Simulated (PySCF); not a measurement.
# C3H10NP: the cost of one run

Computed with PySCF 2.14.0, with density-fitted response routines of our own, on a single molecule in the gas phase. Atoms count from 0, in the outputs and in this text.

## (1) Starting geometry

15 atoms, charge 0, multiplicity 1; geometry from: GFN2-xTB.

Bonds of the start (Å): C0–P1 1.82, P1–C2 1.85, P1–C3 1.85, P1–N4 1.56, C0–H5 1.09, C0–H6 1.09, C0–H7 1.09, C2–H8 1.09, C2–H9 1.09, C2–H10 1.09, C3–H11 1.09, C3–H12 1.09, C3–H13 1.09, N4–H14 1.01.

## (2) Geometry optimisation at PBE0-D3(BJ)/def2-SVP

Job settings and geometry (Å):

```
{"job": {"xc": "PBE0", "basis": "def2-SVP", "d3": "d3bj", "grid": 1, "kind": "geom"}, "charge": 0, "multiplicity": 1}
C      0.023103     1.343482    -1.076958
P     -0.211843     0.234190     0.341575
C     -1.078981    -1.236502    -0.378724
C      1.481218    -0.447804     0.661651
N     -0.918817     1.075248     1.443321
H      0.512014     0.836705    -1.905548
H      0.621776     2.188071    -0.744016
H     -0.955572     1.707585    -1.380594
H     -1.194299    -1.993519     0.396183
H     -0.539858    -1.660105    -1.221515
H     -2.068516    -0.910922    -0.696667
H      1.916160    -0.902358    -0.224129
H      2.107767     0.375668     1.001681
H      1.419642    -1.189498     1.457262
H     -1.118208     0.587750     2.304566
```

The run is started by

```
$ OMP_NUM_THREADS=1 python probes_run.py task.json out
```

This one command runs all jobs of the session in turn.

Q: Estimate the wall time and peak memory of this first job on 1 thread of Intel Xeon Platinum 8488C, shared host.

About 23 s, with a peak of 0.5 GiB.
